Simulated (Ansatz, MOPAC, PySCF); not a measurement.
System: cyclobutane, C4H8, charge 0, multiplicity 1. SMILES: C1CCC1
Geometry: optimised at B3LYP-D3(BJ)/def2-TZVP (Ansatz, a program for electronic structure).

Quantity: enthalpy of formation at 298 K, in kcal/mol. Terms: 6-311+G** with 5d; no spin-orbit coupling; 6-31G* and kin with 6d, 5d where marked; valence correlation only; non-relativistic; open shells spin-unrestricted; dispersion terms only where a functional's name holds one. Basis-set limits of correlation are two-point, X^-3; Hartree-Fock from the larger set. The bracket is a focal-point correction in the basis named. Ab initio and DFT rows: single points at B3LYP-D3(BJ) geometries (Ansatz), with unscaled harmonic terms from B3LYP/6-31G* at its own minima, enthalpies of formation by atomisation with measured atoms. Semi-empirical rows: MOPAC heats of formation at their own minima for 298 K.

Measured values: G2/97 table in ASE (Curtiss et al.); they hold spin-orbit and core effects, anharmonicity. 

Value to compare with, the measured value: 6.8 kcal/mol.

| level | program | enthalpy of formation at 298 K (kcal/mol) | error |
|---|---|---|---|
| MNDO | MOPAC | -11.9 | -18.7 |
| B3LYP/6-31G | Ansatz | 30.0 | 23.2 |
| B3LYP/6-31G* | Ansatz | 11.3 | 4.5 |
| B3LYP/def2-SVP | Ansatz | 7.0 | 0.2 |
| B3LYP/6-311+G** | Ansatz | 20.7 | 13.9 |
| M06-2X/6-31G* (5d) | PySCF | 3.2 | -3.6 |
| MP2/STO-3G | Ansatz | -43.8 | -50.6 |
| MP2/6-311+G** | Ansatz | 56.0 | 49.2 |
| B3PW91/6-31G* (5d) | PySCF | 1.2 | -5.6 |
| r2SCAN-D4/def2-TZVPD | Ansatz + dftd4 | 7.3 | 0.5 |
| PBE0/def2-TZVPD | Ansatz | 1.7 | -5.1 |
| M06-2X/def2-TZVPD | PySCF | 10.0 | 3.2 |
| RI-MP2/CBS(cc-pVTZ,cc-pVQZ)+[CCSD(T)-MP2]/cc-pVTZ | Ansatz | 8.3 | 1.5 |

5 of the 9 habitual levels lie above the measured value; their mean absolute error is 18.8 kcal/mol, the median 13.9.

The levels are drawn from those run, B3LYP/6-31G* more often than the rest, none by its result; runs whose electronic state is in doubt are left out.
